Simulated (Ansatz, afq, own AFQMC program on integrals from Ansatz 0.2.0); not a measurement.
## Where AFQMC and coupled cluster stand for CH$_{2}$N, quartet

```xyz
4

N    -0.0315    0.0000    0.7755
C     0.0708    0.0000   -0.7036
H    -0.2030   -0.9302   -1.1965
H    -0.2030    0.9302   -1.1966
```

Connectivity, by distances: N–CH2.

Basis cc-pVDZ. Noble-gas cores (and the filled d shells of Ga–Kr and In–Xe) are frozen. Integrals, coupled cluster, full CI and functionals: Ansatz 0.2.0; the random walks run on the same integrals in our own AFQMC program. ph-AFQMC/CISD is guided by a CISD state made of CCSD amplitudes; releasing the constraint for a short imaginary time cuts its bias at the price of noise, slowly where states lie close. Free AFQMC starts from the CCSD state and is never constrained. Its projection time is finite, and what remains of the start isn't in its error. Error bars are statistical, one sigma.

Determinant: UHF, the one that the program's search chose, which needn't be the lowest solution. The geometry is a point of a scan.

No full CI on the walks' own integrals is used here; CCSDT(Q) serves as the reference and is uncertain by about the last step of the cluster series.

Cautions: lower spins were not checked.

The T1 diagnostic is 0.0125. The weight of the determinant in the CISD state is 0.909. The ⟨S²⟩ of the determinant is 3.767 and the size of the correlated space is 11 electrons in 36 orbitals.

Reference: CCSDT(Q), correlation energy -6.750 eV. The released energy is read at 2.40 1/Eh (meV from the phaseless value at times in 1/Eh: 11 ± 10 at 0.24, 11 ± 8 at 0.51, 9 ± 8 at 0.99, 7 ± 11 at 1.62, 15 ± 15 at 2.40).

| level | E − E(reference) (kJ/mol) | share of correlation (%) |
| --- | --- | --- |
| HF | 651.3 | 0.00 |
| MP2 | 108.6 | 83.33 |
| CCSD | 16.2 | 97.52 |
| CCSD(T) | 2.9 | 99.56 |
| CCSDT | 0.8 | 99.88 |
| ph-AFQMC/HF | -5.7 ± 6.4 | 100.88 |
| ph-AFQMC/CISD | 0.3 ± 1.0 | 99.95 |
| released AFQMC | 1.8 ± 1.4 | 99.72 |
| free AFQMC | 0.4 ± 1.1 | 99.94 |

Free projections are given only where their last times agree within the noise and don't stop above the reference; a slow remainder of the start can still hide under it. A walk keeps the symmetry of its determinant, which the program's search chose and which needn't be the lowest solution, so a lower state of the same spin and another symmetry isn't excluded. Released energies are given only where the last usable release times agree within the noise; a slower fall can still hide under it.
